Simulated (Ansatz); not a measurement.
**Relative stability**

The two ends of one reaction step of CH8BN, closed shell (PBE0-D4/def2-TZVP).

A:

B1  (-0.710, 1.145, 0.003)
N2  (0.283, -0.025, 0.541)
C3  (0.490, -1.120, -0.416)
H4  (-1.769, 0.594, -0.217)
H5  (-0.771, 1.959, 0.901)
H6  (1.174, 0.399, 0.779)
H7  (-0.181, 1.580, -1.000)
H8  (-0.100, -0.392, 1.408)
H9  (0.903, -0.698, -1.331)
H10  (1.161, -1.885, -0.020)
H11  (-0.479, -1.557, -0.649)
(Å)

B:

```
11
angstrom
B -1.4658 0.4482 0.3599
N -0.3058 -0.2744 0.5745
C 0.3456 -1.1682 -0.3545
H -2.0194 0.3545 -0.6989
H -1.8801 1.1473 1.2389
H 1.4818 1.8148 -0.2733
H 2.1420 2.0929 -0.4859
H 0.1613 -0.2003 1.4653
H -0.2252 -1.1924 -1.2826
H 1.3626 -0.8356 -0.5849
H 0.4027 -2.1867 0.0415
```

Ansatz 0.2.0; basis: def2-TZVPP; cores frozen in the correlated methods. B3LYP uses VWN-RPA correlation.

Task: Which structure is lower at CCSD(T), and by how much? (Judge from chemistry; the value comes from the calculation.)

Result: The calculation gives: A, by 0.108 eV (electronic energy, against the other). By their contacts, A is CH₈BN ([BH3][NH2][CH3]) and B is a complex of CH₆BN ([BH2][NH][CH3]) + H₂.

Task: Do the other methods give the same order? (Judge from chemistry; the calculation decides.)

Result: The calculation gives: Not all: BLYP-D4, B3LYP-D4, HF give the other order.

```csv
method,E(B) − E(A) (eV)
SPW92,0.410
PBE-D4,0.121
BLYP-D4,-0.082
r2SCAN-D4,0.123
B97M-V,0.111
PBE0-D4,0.193
B3LYP-D4,-0.001
r2SCAN0-D4,0.179
BHLYP-D4,0.062
CAM-B3LYP-D4,0.074
wB97X-V,0.129
wB97M-V,0.100
B2PLYP,0.021
PBE-QIDH,0.206
RPA on PBE,0.062
HF,-0.092
MP2,0.101
CCSD,0.108
CCSD(T),0.108
```

T1 diagnostic: at most 0.012.

Labels in which every atom is bracketed show which atoms are joined, not bond orders.

For scale, one of the runs: CCSD(T)/def2-TZVPP, 205 basis functions, launched by `ansatz run in.yaml --threads 2 --pin off --events-out ev --progress --plain --max-ram 4352MiB`. Time: 48 s of wall clock on 2 CPU threads of an Intel Xeon Platinum 8259CL; the host was shared. Peak host memory: 2.8 GiB.
